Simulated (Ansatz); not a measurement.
A made-up structure of C2H3N, closed shell:

| atom | x (Å) | y (Å) | z (Å) |
| --- | --- | --- | --- |
| C1 | -0.8189 | 0.1116 | -0.5088 |
| C2 | 0.2358 | 0.0695 | 0.2592 |
| N3 | 1.1717 | 0.1181 | 1.0361 |
| H4 | -0.8270 | 0.7412 | -1.3878 |
| H5 | 1.2521 | 0.5891 | 1.9373 |
| H6 | 1.9239 | -0.5486 | 0.8776 |

It is relaxed with PBE-D4/def2-SVP and then PBE0-D4/def2-TZVP (Ansatz 0.2.0). Atoms count as bonded within 1.22 times the sum of their covalent radii (H–H: 0.88 Å). The end point is not checked to be a true minimum.

Task: Does its bonding change? (A judgement: the text doesn't fix the answer.)

Result: The calculation gives: No: no bond forms or breaks.

Where it ends: The first stage lowers the energy by 0.87 eV in 10 steps. It ends as C₂H₃N (C#CN):
```xyz
6
angstrom
C -0.5128 0.3893 -0.6512
C 0.2795 0.1676 0.2249
N 1.1234 -0.1252 1.2284
H -1.2111 0.5878 -1.4270
H 1.2689 0.6190 1.8939
H 1.9897 -0.5575 0.9445
```

For scale, one of the runs: PBE0-D4/def2-TZVP relaxation, 111 basis functions, launched by `ansatz run in.yaml --threads 2 --pin off --events-out ev --progress --plain --max-ram 4352MiB`. Hardware: 2 CPU threads of an Arm Neoverse V2, shared host. Wall time about 6.5 s.
